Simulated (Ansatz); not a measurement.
We consider rutile SnO2, described by revPBE (plane waves, PAW; Ansatz, a quantum-chemistry and plane-wave program).

Settings: plane-wave cutoff 520 eV, 8×8×10 k mesh (along the axes of the cell as run), Fermi–Dirac smearing 0.01 eV, scalar-relativistic PAW data made under PBE.

Shape and atoms are relaxed at each volume.

The direct gap at Γ against volume; x = 100 ln(V/12.797 Å³). One gap is withheld.

| V (Å³/atom) | x | gap (eV) |
|---|---|---|
| 12.285 | -4.08 | ? |
| 12.541 | -2.02 | 0.770 |
| 12.797 | 0.00 | 0.587 |
| 13.053 | 1.98 | 0.423 |
| 13.309 | 3.92 | 0.278 |

Task: Fit a straight line to the rows shown, give the volume deformation potential and predict the withheld gap.

Result: Means of the 4 rows: x̄ = 0.970, ȳ = 0.5145 eV. Σ(x − x̄)(y − ȳ) = -1.6244 and Σ(x − x̄)² = 19.604, so the slope is -0.0829 eV per unit of x, and dE_g/d ln V = -8.3 eV. At x = -4.08: 0.5145 + (-0.0829) × (-4.08 − (0.970)) = 0.933 eV. The run gives 0.970 eV, 0.037 eV above the line, as the curve bends the same way over all rows.

Measured, for comparison: band gap 3.81 eV (zero-point renormalisation of 215 meV (computed, non-adiabatic AHC, without the lattice-expansion part) added back here to the 1.8 K gap of; inputs from Miglio et al. (2020), arXiv:2011.12765).

Spin–orbit coupling is not included.

Note: the bulk modulus comes from volumes at which shape and atoms were relaxed.
